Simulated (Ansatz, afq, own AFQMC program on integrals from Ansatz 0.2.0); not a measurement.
**Breaking Si2–C1 in C₂H₄FNSi, singlet**

```xyz
9

C    -0.7232   -1.0217   -0.1389
Si    0.6388    0.1257    0.3593
F     2.0432   -0.3357   -0.3060
C     0.2841    1.8270   -0.3091
N     0.0316    2.8814   -0.7201
H    -0.5248   -2.0401    0.2285
H    -1.6829   -0.6824    0.2814
H    -0.8178   -1.0566   -1.2346
H     0.8397    0.2562    1.8223
```

Products: CHFNSi (doublet; F–SiH–C–N) and CH3 (doublet), each relaxed with PBE0/def2-SVP like the molecule; electronic energies without zero-point terms. Determinants: RHF, UHF and UHF in that order.

Basis def2-SVP. Only valence electrons are correlated. AFQMC by an in-house program on the Cholesky factors that Ansatz 0.2.0 writes for its CCSD(T) run. ph-AFQMC/CISD is guided by a CISD state made of CCSD amplitudes; releasing the constraint for a short imaginary time cuts its bias at the price of noise, slowly where states lie close. ± is one standard error of the sampling. The errors of all members are added in quadrature.

No full CI on the walks' own integrals is used here. The released AFQMC energy serves as the reference, which it does only where one determinant dominates, the energy is flat over the last release times and near the phaseless one (40 meV or 2 meV an electron, half that with transition metals). On small molecules, where full CI could be run and the noise was under 10 meV, such values lay within 10 meV of it in 19 cases of 20, a flattering rate, since the rule was set on those same cases; what remains of the bias isn't in the error bar. Each member takes its own surest rung, up to full CI.

The best estimate is CCSD(T) at the basis-set limit (CBS: def2-TZVPP and def2-QZVPP, with their diffuse functions for anions and beside diffuse sets, CCSD(T) itself extrapolated) plus the step from CCSD(T) to AFQMC with the constraint released in def2-SVP. Rows without CBS are in def2-SVP, the functionals in def2-TZVP; B2PLYP and the wave-function rows carry a basis error of their own. Core correlation and relativity beyond core potentials are missing, and ± holds the sampling alone.

Cautions: C₂H₄FNSi (singlet): the released value is read at 0.90 1/Eh with a noise of 12 meV, more than in the cases checked (meV from the phaseless value at times in 1/Eh: 4 ± 10 at 0.21, -6 ± 9 at 0.42, -5 ± 10 at 0.63, 0 ± 12 at 0.90); CHFNSi (doublet): unrestricted determinant slightly spin contaminated (⟨S²⟩ 0.81 against 0.75); CH3 (doublet): full CI with its own frozen core.

Best estimate: 4.379 ± 0.012 eV.

```csv
level,bond energy (eV),error against the best estimate (eV)
HF,3.267,-1.112 ± 0.012
MP2,4.429,0.049 ± 0.012
CCSD,4.114,-0.266 ± 0.012
CCSD(T),4.169,-0.210 ± 0.012
ph-AFQMC/CISD,4.180 ± 0.015,-0.199 ± 0.020
released AFQMC,4.169 ± 0.015,-0.211
HF/CBS,3.200,-1.179 ± 0.012
MP2/CBS,4.660,0.281 ± 0.012
CCSD(T)/CBS,4.385,0.006 ± 0.012
PBE,4.106,-0.273 ± 0.012
r2SCAN,4.006,-0.374 ± 0.012
PBE0,4.153,-0.226 ± 0.012
B3LYP,4.033,-0.347 ± 0.012
wB97M-V,4.427,0.047 ± 0.012
B2PLYP,4.174,-0.206 ± 0.012
```

Correlation beyond CCSD(T) changes it by less than twice the noise. Going to the basis-set limit adds 0.216 eV at CCSD(T). The perturbative (T) step is worth +0.056 eV. The functionals spread over 0.421 eV; wB97M-V comes nearest and r2SCAN is 0.374 eV too low.

Best estimates are given only where the step beyond CCSD(T) is under 0.3 eV and no member's determinant is very poor (T1 over 0.05, or 0.07 for open shells, ⟨S²⟩ too high by 0.3, two states mixed), so the hardest cases are missing from such tables.

The functionals ran in a triple-zeta set and keep a basis error of their own, a few kJ/mol for each bond in atomization energies and more for double hybrids, so close places among them and the extrapolated levels can swap.

Each member of a difference takes its own highest rung, so a best estimate needn't equal the limit plus the step of one row. Released energies are given only where the last usable release times agree within the noise; a slower fall can still hide under it.
